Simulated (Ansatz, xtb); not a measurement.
Relative energy of two structures of FH2PSi

We compare X, a singlet given by its coordinates, with Y, `F[Si]P`, a singlet. Both are isolated molecules in the gas phase, relaxed with BLYP-D3(BJ)/def2-SVP; the shapes shown needn't be the lowest conformers.

X (Å):

```yaml
atoms:
  - { symbol: F, position_ang: [0.4178, -0.0645, -0.9913] }
  - { symbol: P, position_ang: [0.2684, 0.7144, 2.2473] }
  - { symbol: Si, position_ang: [-0.3937, 0.5936, 0.2736] }
  - { symbol: H, position_ang: [1.4919, 0.0529, 1.8515] }
  - { symbol: H, position_ang: [-1.6961, 1.0874, -0.2658] }
```

Close contacts (Å): F1–Si3 1.64, P2–Si3 2.09, P2–H4 1.45, Si3–H5 1.49.

Y (Å):

```xyz
5

F    -1.8112    0.8313   -0.9546
P     0.2205   -0.8866    0.5555
Si   -0.2624    0.3848   -1.3507
H     1.5928   -0.4535    0.5989
H    -0.2770    0.0947    1.4817
```

Problem. Which of the two would you expect CCSD(T)/def2-TZVPP electronic energies to favour?

Solution. Structure X; the calculation gives E(Y) − E(X) = +6.9 kcal/mol.

How the difference moves with the method:

| level | geometry | E(Y) − E(X) (kcal/mol) | departure from the last row (kcal/mol) | job, with rough time for the two |
| --- | --- | --- | --- | --- |
| GFN2-xTB | GFN2-xTB | +4.4 | −2.5 | optimisation, 0.91 s |
| HF/STO-3G | GFN2-xTB | −24.8 | −31.7 | single point, 1.4 s |
| r2SCAN-D4/def2-SVP | GFN2-xTB | +10.2 | +3.3 | single point, 6.5 s |
| BLYP-D3(BJ)/def2-SVP | BLYP-D3(BJ)/def2-SVP | +4.5 | −2.4 | optimisation, 57 s |
| HF/def2-TZVPP | BLYP-D3(BJ)/def2-SVP | +3.7 | −3.2 | part of the CCSD(T) run |
| MP2/def2-TZVPP | BLYP-D3(BJ)/def2-SVP | +9.7 | +2.8 | part of the CCSD(T) run |
| CCSD(T)/def2-TZVPP | BLYP-D3(BJ)/def2-SVP | +6.9 |  | single point, 85 s |

HF/STO-3G puts the two in the other order. The largest departure from CCSD(T)/def2-TZVPP is that of HF/STO-3G, 31.7 kcal/mol.

With harmonic frequencies from BLYP-D3(BJ)/def2-SVP (ideal gas, rigid rotor, one conformer each, 298.15 K, 1 atm): on the last row, ΔE + ΔZPE = +6.5, ΔH = +6.9, ΔG = +6.0 kcal/mol.

The correlated steps freeze 11 core orbitals. Mirror images aren't counted in ΔG. Codes used: Ansatz 0.2.0, xtb 6.7.1; the last row on 1 thread of AMD EPYC (Zen 3) on a shared host.
